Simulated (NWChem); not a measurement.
Dipole moment of sulfur dioxide (O2S)

```xyz
3

O      1.2504     0.0000    -0.3713
S      0.0000     0.0000     0.3713
O     -1.2504     0.0000    -0.3713
```
Charge 0, spin multiplicity 1.

Program: NWChem. The geometry was optimised at PBE0/def2-SVP, a minimum by its harmonic frequencies.

Basis set: 6-31G*. The CCSD dipole comes from the Λ equations, without orbital relaxation.

The correlated methods keep 7 core orbitals frozen. B3LYP has NWChem's definition, with VWN1-RPA local correlation. The Pople sets run with spherical d functions. Coupled-cluster values serve here as a point of comparison, not as the truth.

Q: One of these methods gave a dipole moment of 2.36 D. Which?
A. B3LYP
B. PBE
C. BHandHLYP
D. HF

A: D, HF. The others give 1.57 (PBE), 1.79 (B3LYP), 2.03 (BHandHLYP).
